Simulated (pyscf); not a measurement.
Thermochemistry of product channels of `[Li][O][AlH2]` + `[FH]` on the singlet surface, in kcal/mol, from CCSD(T)/def2-TZVPP + ΔMP2(QZVPP) energies (ideal gas, 1 atm, RRHO with modes under 100 cm⁻¹ raised to 100, one conformer, R ln 2 for chiral ones without a mode under 150 cm⁻¹). Structures and frequencies: ωB97X-D3(BJ)/def2-SVP in PySCF. MP2 and CC: frozen core, UHF for open shells. ΔMP2 is the change of the MP2 total energy from the triple- to the quadruple-zeta basis.

| products | ΔE | ΔH(298 K) | ΔG(298 K) | ΔG(1200 K) |
|---|---|---|---|---|
| `[Li][F]` + `[OH][AlH2]` | -10.3 | -9.8 | -10.1 | ___ |
| `[Li][OH]` + `[F][AlH2]` | -5.4 | -4.8 | -4.8 | ___ |

Q: Fill in the missing entries.

A: 
- `[Li][F]` + `[OH][AlH2]`, ΔG(1200 K): -10.6
- `[Li][OH]` + `[F][AlH2]`, ΔG(1200 K): -4.2

These are energies of the channels, which say nothing of barriers. The CCSD(T) − MP2 part came from Ansatz, without density fitting, on the same reference. The frozen core leaves the outer d or s,p core shells of the metals and heavy elements correlated in the MP2 and CC values, and def2-TZVPP describes them poorly, which can shift differences by a few kcal/mol.
